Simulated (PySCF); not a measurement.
Gas-phase reaction: BHF₂ + F = BF₂ + HF

Method: PySCF energies (xtb for GFN2) plus ideal-gas RRHO corrections (1 bar). The comparison is the NASA 1993 polynomial table, which mixes measured and estimated data. After a fit of one offset per element over all species, the range-separated, M06-2X, PBE0/def2-QZVP and CCSD(T)/def2-TZVPP enthalpies, where run, lie to one side of the table for BF₂ (+92 kJ/mol): a fault of the table's entry, another state or a shared error of the levels is possible; this was not checked at source. † marks an energy on the PBE0/def2-TZVP geometry and frequencies; other levels use their own. MP2 and CCSD(T) freeze the core. Open shells (unrestricted): F (multiplicity 2, electronic degeneracy 6), BF₂ (multiplicity 2); the rest are closed-shell singlets. GFN2 has no spin-polarisation term. Spin-orbit splitting is ignored; it lowers the true energy and changes the entropy of F. B3LYP is the form with VWN-RPA correlation. For this reaction the table lies outside the span of B3LYP, CCSD(T), M06-2X, MP2, PBE0, r2SCAN, ωB97M-V, ωB97X-V in their largest bases here; which side is off was not settled. MP2 isn't extrapolated to the basis-set limit; its ΔH°(298 K) is -98.7 kJ in def2-SVP and -133.5 kJ in def2-TZVPP. CCSD(T) isn't extrapolated to the basis-set limit; its ΔH°(298 K) is -72.0 kJ in def2-SVP and -103.7 kJ in def2-TZVPP. The harmonic model lacks anharmonicity and excited electronic states, which grow with temperature; levels with a mode under 35 cm⁻¹ are left out. The table's entry may be an old estimate for BHF₂, BF₂ (not checked at source).

```tsv
level	ΔH°(298 K), kJ	minus table	ΔG°(1800 K), kJ
table	-208.0	-	-238.1
B3LYP/def2-TZVP†	-104.0	104.0	-128.0
BLYP/def2-TZVP†	-120.5	87.5	-144.6
CCSD(T)/def2-SVP†	-72.0	136.0	-96.1
GFN2-xTB	14.8	222.8	-7.5
MP2/def2-TZVPP†	-133.5	74.5	-157.6
LDA/def2-TZVP†	-175.1	32.9	-199.1
ωB97X-V/def2-TZVP†	-95.2	112.8	-119.3
```
